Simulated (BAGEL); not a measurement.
# CH8AlN (SMILES C[NH2+][AlH3-]) at 3 levels

Wanted: a comparison of 3 runs (B3LYP/6-31G*, PBE0/6-31G*, RI-MP2/6-31G*) of CH8AlN. 

Program for the calculation: BAGEL 1.2.2.

1 further run of the same task is left out (set aside as unsound or not needed).

## Step 1: The molecule

The species is CH8AlN (11 atoms), meant as a singlet with charge 0. As SMILES, `C[NH2+][AlH3-]`. Geometry: relaxed at PBE0-D4/def2-TZVP.

Bond lengths: C1–N2 1.471 Å, N2–Al3 2.047 Å, C1–H4 1.092 Å, C1–H5 1.090 Å, C1–H6 1.090 Å, N2–H7 1.016 Å, N2–H8 1.016 Å, Al3–H9 1.605 Å, Al3–H10 1.605 Å, Al3–H11 1.605 Å. Some angles: C1–N2–Al3 113.6°, C1–N2–H7 110.3°, C1–N2–H8 110.3°, Al3–N2–H7 107.9°, Al3–N2–H8 108.0°, N2–C1–H4 112.3°, N2–C1–H5 108.6°, N2–C1–H6 108.6°, N2–Al3–H9 99.6°, N2–Al3–H10 99.3°.

## Step 2: A single-point energy at B3LYP/6-31G(d) (density fitting with qzvpp-jkfit, spherical functions) (run 1)

Input file job.json:

```json
{ "bagel": [

{
  "title": "molecule",
  "basis": "6-31gs.json",
  "df_basis": "qzvpp-jkfit",
  "angstrom": true,
  "geometry": [
    { "atom": "C", "xyz": [       1.245300,       0.109400,      -0.616000 ] },
    { "atom": "N", "xyz": [       0.399800,      -0.208600,       0.544900 ] },
    { "atom": "Al", "xyz": [      -1.600300,       0.053400,       0.199100 ] },
    { "atom": "H", "xyz": [       2.307500,      -0.034700,      -0.407500 ] },
    { "atom": "H", "xyz": [       0.947300,      -0.527900,      -1.447900 ] },
    { "atom": "H", "xyz": [       1.067100,       1.145500,      -0.902200 ] },
    { "atom": "H", "xyz": [       0.658500,       0.369500,       1.339000 ] },
    { "atom": "H", "xyz": [       0.545100,      -1.171200,       0.834500 ] },
    { "atom": "H", "xyz": [      -2.179200,      -0.380700,       1.631500 ] },
    { "atom": "H", "xyz": [      -1.599700,       1.618800,      -0.156000 ] },
    { "atom": "H", "xyz": [      -1.791400,      -0.973500,      -1.019500 ] }
  ]
},

{ "title": "ks", "xc_func": "b3lyp" },

{ "title": "print", "file": "orbitals.molden", "orbitals": true }

]}
```

The basis set 6-31G* is read from a file made from the Basis Set Exchange's data (not shown).

On the command line:

```sh
$ BAGEL_NUM_THREADS=1 BAGEL job.json > job.out
```

The log of the run:

```text
* using 1 threads per process

  ===============================================================
  ===============================================================

  *** Geometry ***

  { "atom" : "C", "xyz" : [      2.353276,      0.206736,     -1.164071 ] },
  { "atom" : "N", "xyz" : [      0.755513,     -0.394197,      1.029712 ] },
  { "atom" : "Al", "xyz" : [     -3.024129,      0.100911,      0.376244 ] },
  { "atom" : "H", "xyz" : [      4.360543,     -0.065573,     -0.770063 ] },
  { "atom" : "H", "xyz" : [      1.790138,     -0.997586,     -2.736134 ] },
  { "atom" : "H", "xyz" : [      2.016527,      2.164681,     -1.704911 ] },
  { "atom" : "H", "xyz" : [      1.244385,      0.698254,      2.530343 ] },
  { "atom" : "H", "xyz" : [      1.030090,     -2.213247,      1.576976 ] },
  { "atom" : "H", "xyz" : [     -4.118091,     -0.719419,      3.083088 ] },
  { "atom" : "H", "xyz" : [     -3.022995,      3.059089,     -0.294797 ] },
  { "atom" : "H", "xyz" : [     -3.385255,     -1.839648,     -1.926576 ] },

  Number of auxiliary basis functions:      424

  Since a DF basis is specified, we compute 2- and 3-index integrals:
    o Being stored without compression. Storage requirement is 0.013 GB

  Number of basis functions:       62
  Number of electrons      :       34

    * METHOD: MOLECULE                             0.17

  *** Kohn-Sham DFT ***

    * Removing 20066 points whose weight is below 1.00e-10
    * Grid points: 143900

  === Nuclear Repulsion ===
   113.4175061892

       - DIIS with orbital gradients will be used.

  === KS iteration (b3lyp / 6-31gs.json) ===
      0       -316.75132107          0.16489007           0.31
      1       -301.71916899          0.11942120           0.31
      2       -250.28537775          0.22973372           0.31
      3       -323.47415007          0.14140094           0.31
      4       -326.68213321          0.12040282           0.32
      5       -329.55869532          0.10348654           0.30
      6       -335.83737274          0.09804795           0.30
      7       -299.59561761          0.17607211           0.30
      8       -339.83322072          0.03216894           0.31
      9       -339.92170728          0.02394762           0.31
     10       -340.06755790          0.01164045           0.31
     11       -340.10405755          0.00323247           0.31
     12       -340.10720921          0.00039477           0.31
     13       -340.10725659          0.00005960           0.31
     14       -340.10725788          0.00000875           0.31
     15       -340.10725791          0.00000113           0.30
     16       -340.10725791          0.00000044           0.31
     17       -340.10725791          0.00000022           0.32
     18       -340.10725791          0.00000002           0.31
     19       -340.10725791          0.00000001           0.31
    * SCF iteration converged.

    * Permanent dipole moment:
           (   -2.201573,     0.261243,    -0.296463) a.u.

    * METHOD: KS                                   6.95

    * METHOD: PRINT                                0.01

  ===============================================================
```

Wall time 7.5 s (1 thread of Arm Neoverse V1, shared host); peak memory 0.42 GiB.

## Step 3: The energy at PBE0/6-31G(d) (density fitting with qzvpp-jkfit, spherical functions) (run 2)

job.json: that of step 2 with these lines changed.

```diff
@@ -6,3 +6,3 @@
   "df_basis": "qzvpp-jkfit",
-  "angstrom": true,
+  "angstrom": "true",
   "geometry": [
@@ -22,5 +22,13 @@
 
-{ "title": "ks", "xc_func": "b3lyp" },
+{
+  "title": "ks",
+  "xc_func": "pbe0",
+  "charge": 0
+},
 
-{ "title": "print", "file": "orbitals.molden", "orbitals": true }
+{
+  "title": "print",
+  "file": "orbitals.molden",
+  "orbitals": "true"
+}
```

The basis set 6-31G* is read from a file made from the Basis Set Exchange's data (not shown).

On the command line:

```sh
$ BAGEL_NUM_THREADS=1 BAGEL job.json > job.out
```

The log of the run:

```text
* using 1 threads per process

  ===============================================================
  ===============================================================

  *** Geometry ***

  { "atom" : "C", "xyz" : [      2.353276,      0.206736,     -1.164071 ] },
  { "atom" : "N", "xyz" : [      0.755513,     -0.394197,      1.029712 ] },
  { "atom" : "Al", "xyz" : [     -3.024129,      0.100911,      0.376244 ] },
  { "atom" : "H", "xyz" : [      4.360543,     -0.065573,     -0.770063 ] },
  { "atom" : "H", "xyz" : [      1.790138,     -0.997586,     -2.736134 ] },
  { "atom" : "H", "xyz" : [      2.016527,      2.164681,     -1.704911 ] },
  { "atom" : "H", "xyz" : [      1.244385,      0.698254,      2.530343 ] },
  { "atom" : "H", "xyz" : [      1.030090,     -2.213247,      1.576976 ] },
  { "atom" : "H", "xyz" : [     -4.118091,     -0.719419,      3.083088 ] },
  { "atom" : "H", "xyz" : [     -3.022995,      3.059089,     -0.294797 ] },
  { "atom" : "H", "xyz" : [     -3.385255,     -1.839648,     -1.926576 ] },

  Number of auxiliary basis functions:      424

  Since a DF basis is specified, we compute 2- and 3-index integrals:
    o Being stored without compression. Storage requirement is 0.013 GB

  Number of basis functions:       62
  Number of electrons      :       34

    * METHOD: MOLECULE                             0.17

  *** Kohn-Sham DFT ***

    * Removing 20066 points whose weight is below 1.00e-10
    * Grid points: 143900

  === Nuclear Repulsion ===
   113.4175061892

       - DIIS with orbital gradients will be used.

  === KS iteration (pbe0 / 6-31gs.json) ===
      0       -316.50588412          0.16458832           0.30
      1       -300.44796977          0.11424619           0.29
      2       -250.58325277          0.22819073           0.30
      3       -323.01655129          0.14076506           0.30
      4       -326.43266586          0.12080630           0.29
      5       -327.80357861          0.11311208           0.29
      6       -330.50335559          0.11445014           0.29
      7       -298.26481679          0.14552270           0.29
      8       -339.69842337          0.02034749           0.29
      9       -339.81413243          0.00909860           0.29
     10       -339.83624571          0.00437120           0.30
     11       -339.83966329          0.00209696           0.29
     12       -339.84086704          0.00092976           0.29
     13       -339.84110876          0.00005938           0.29
     14       -339.84111014          0.00000953           0.29
     15       -339.84111017          0.00000234           0.29
     16       -339.84111017          0.00000084           0.30
     17       -339.84111017          0.00000016           0.31
     18       -339.84111017          0.00000002           0.31
     19       -339.84111017          0.00000002           0.31
     20       -339.84111017          0.00000000           0.30
    * SCF iteration converged.

    * Permanent dipole moment:
           (   -2.205060,     0.261700,    -0.297067) a.u.

    * METHOD: KS                                   7.00

    * METHOD: PRINT                                0.01

  ===============================================================
```

Wall time 7.5 s (1 thread of Arm Neoverse V1, shared host); peak memory 0.42 GiB.

## Step 4: The energy at RI-MP2/6-31G(d) (density fitting with qzvpp-jkfit, spherical functions) (run 3)

Input file input.json:

```json
{ "bagel" : [

{
  "title" : "molecule",
  "basis" : "6-31gs.json",
  "df_basis" : "qzvpp-jkfit",
  "angstrom" : true,
  "geometry" : [
    { "atom" : "C", "xyz" : [       1.245300,       0.109400,      -0.616000 ] },
    { "atom" : "N", "xyz" : [       0.399800,      -0.208600,       0.544900 ] },
    { "atom" : "Al", "xyz" : [      -1.600300,       0.053400,       0.199100 ] },
    { "atom" : "H", "xyz" : [       2.307500,      -0.034700,      -0.407500 ] },
    { "atom" : "H", "xyz" : [       0.947300,      -0.527900,      -1.447900 ] },
    { "atom" : "H", "xyz" : [       1.067100,       1.145500,      -0.902200 ] },
    { "atom" : "H", "xyz" : [       0.658500,       0.369500,       1.339000 ] },
    { "atom" : "H", "xyz" : [       0.545100,      -1.171200,       0.834500 ] },
    { "atom" : "H", "xyz" : [      -2.179200,      -0.380700,       1.631500 ] },
    { "atom" : "H", "xyz" : [      -1.599700,       1.618800,      -0.156000 ] },
    { "atom" : "H", "xyz" : [      -1.791400,      -0.973500,      -1.019500 ] }
  ]
},

{
  "title" : "hf"
},

{
  "title" : "mp2",
  "ncore" : 7
}

]}
```

The basis set 6-31G* is read from a file made from the Basis Set Exchange's data (not shown).

On the command line:

```sh
$ BAGEL_NUM_THREADS=1 BAGEL input.json > input.out
```

The log of the run:

```text
* using 1 threads per process

  ===============================================================
  ===============================================================

  *** Geometry ***

  { "atom" : "C", "xyz" : [      2.353276,      0.206736,     -1.164071 ] },
  { "atom" : "N", "xyz" : [      0.755513,     -0.394197,      1.029712 ] },
  { "atom" : "Al", "xyz" : [     -3.024129,      0.100911,      0.376244 ] },
  { "atom" : "H", "xyz" : [      4.360543,     -0.065573,     -0.770063 ] },
  { "atom" : "H", "xyz" : [      1.790138,     -0.997586,     -2.736134 ] },
  { "atom" : "H", "xyz" : [      2.016527,      2.164681,     -1.704911 ] },
  { "atom" : "H", "xyz" : [      1.244385,      0.698254,      2.530343 ] },
  { "atom" : "H", "xyz" : [      1.030090,     -2.213247,      1.576976 ] },
  { "atom" : "H", "xyz" : [     -4.118091,     -0.719419,      3.083088 ] },
  { "atom" : "H", "xyz" : [     -3.022995,      3.059089,     -0.294797 ] },
  { "atom" : "H", "xyz" : [     -3.385255,     -1.839648,     -1.926576 ] },

  Number of auxiliary basis functions:      424

  Since a DF basis is specified, we compute 2- and 3-index integrals:
    o Being stored without compression. Storage requirement is 0.013 GB

  Number of basis functions:       62
  Number of electrons      :       34

    * METHOD: MOLECULE                             0.17

  *** RHF ***

  === Nuclear Repulsion ===
   113.4175061892

      * DIIS with orbital gradients will be used.

  === RHF iteration (6-31gs.json) ===
      0       -338.76462141          0.01902543           0.03
      1       -338.85212430          0.00882133           0.03
      2       -338.87176685          0.00194453           0.03
      3       -338.87299768          0.00020034           0.03
      4       -338.87301296          0.00005377           0.03
      5       -338.87301431          0.00001415           0.03
      6       -338.87301441          0.00000425           0.03
      7       -338.87301442          0.00000093           0.03
      8       -338.87301442          0.00000016           0.03
      9       -338.87301442          0.00000006           0.03
     10       -338.87301442          0.00000002           0.03
     11       -338.87301442          0.00000000           0.03
    * SCF iteration converged.

    * Permanent dipole moment:
           (   -2.236245,     0.260248,    -0.285193) a.u.

    * METHOD: HF                                   0.47

  *** RHF ***

  === Nuclear Repulsion ===
   113.4175061892

      * DIIS with orbital gradients will be used.

  === RHF iteration (6-31gs.json) ===
      0       -338.87301442          0.00000000           0.03
    * SCF iteration converged.

    * Permanent dipole moment:
           (   -2.236245,     0.260248,    -0.285193) a.u.

  === DF-MP2 calculation ===

    * freezing 7 orbitals
    * 3-index integral transformation done
    * assembly done

      MP2 correlation energy:   -0.3553369401      0.02

      MP2 total energy:       -339.2283513648

    * METHOD: MP2                                  0.09

  ===============================================================
```

It took 0.87 s on 1 thread of Arm Neoverse V1, shared host.

## Step 5: All runs side by side

```csv
run,level,frozen core orbitals,energy (Eh),dipole moment (D),HOMO energy (eV),LUMO energy (eV),wall time
1,"B3LYP/6-31G* (density fitting with qzvpp-jkfit, spherical functions)",–,-340.107258,5.69,-7.08,0.15,7.5 s
2,"PBE0/6-31G* (density fitting with qzvpp-jkfit, spherical functions)",–,-339.841110,5.69,-7.29,0.40,7.5 s
3,"RI-MP2/6-31G* (density fitting with qzvpp-jkfit, spherical functions)",7,-339.228351,–,–,–,0.87 s
```

## Step 6: What came out

| quantity | value |
| --- | --- |
| run 3: total energy | -339.22835 Eh |
| run 3: correlation energy (7 core orbitals frozen) | -355.3 mEh |

Totals of different functionals can't be ranked against each other. All runs together took 16 s, the longest 7.5 s.
